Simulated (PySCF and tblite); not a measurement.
Results of a calculation; reference values are marked as such.
C₄H₅NS, numbered as in [CH3:1][c:2]1[cH:3][cH:4][s:5][n:6]1.

Free energies: B3LYP-D3(BJ)/def2-SVP (IEF-PCM, chloroform) on GFN2-xTB structures plus GFN2-xTB thermal terms, symmetry and mirror images included. Conformers within 2.5 kcal/mol (GFN2-xTB free energy) were kept, 6 at most. GIAO shieldings: WP04/pcSseg-1 (IEF-PCM, chloroform). Shifts are against TMS (¹H), TMS (¹³C) at the same level. (PySCF 2.14, tblite 0.8.)

Q: Predict the averaged NMR shifts at 298.15 K.

A: ¹H: 8.47 (H4, 1H), 7.12 (H3, 1H), 2.72 (H1, 3H) ppm. ¹³C: 174.8 (C2), 164.1 (C4), 129.1 (C3), 23.2 (C1) ppm.

Shifts are unscaled: against experiment ¹³C can be off by 15 ppm or more and ¹H by 0.8 ppm.
